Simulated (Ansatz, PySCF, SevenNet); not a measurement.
**How well does each level of theory give the bulk modulus of rock-salt MgS?**

Reference value: 81 GPa (measured, corrected for zero-point motion; as tabulated in Goldzak et al. (2022), arXiv:2208.04865).

Question: What do SevenNet-l3i5, LDA, BLYP, PBE, rVV10, r²SCAN, HSE06, r²SCANh, Hartree–Fock, MP2, CCSD, CCSD(T) give, and how far is each from the reference?

Answer: 
```tsv
level (code)	value (GPa)	cell (Å³/atom)	error (%)
SevenNet-l3i5	72.7	17.86	-10.2
LDA (Ansatz)	83.2	16.87	+2.7
BLYP (Ansatz)	68.4	18.50	-15.6
PBE (Ansatz)	74.0	17.88	-8.6
rVV10 (Ansatz)	74.1	17.98	-8.5
r²SCAN (Ansatz)	79.8	17.61	-1.5
HSE06 (Ansatz)	80.1	17.51	-1.1
r²SCANh (Ansatz)	81.0	17.54	0.0
Hartree–Fock (Ansatz)	77.0	18.45	-4.9
MP2 (PySCF)	85.5 ± 3	17.36	+5.6
CCSD (PySCF)	81.4 ± 3	17.61	+0.5
CCSD(T) (PySCF)	81.1 ± 3	17.63	+0.1
```

Once the reference is moved by up to 5.0 % (a margin picked here for doubts on the reference and the settings) and values within 1.7 % count as equal, the nearest can be r²SCANh (0.0 %), CCSD(T) (+0.1 %), CCSD (+0.5 %), HSE06 (-1.1 %), r²SCAN (-1.5 %), LDA (+2.7 %), Hartree–Fock (-4.9 %) or MP2 (+5.6 %).

A ± on a computed value is a rough bar: the spread of its extrapolation, a floor set from checks against published values, or a statistical error. Each level is taken at its own relaxed cell. Cutoffs and k meshes differ between the levels. Ansatz's density-functional and Hartree–Fock values are scalar-relativistic unless marked +SOC, with PAW data made under PBE.

Machine-learned potentials (SevenNet-l3i5) are trained on DFT data: a solid inside that data is no test of them.

Differences are worked out from the printed values.

Ansatz is an electronic-structure program.
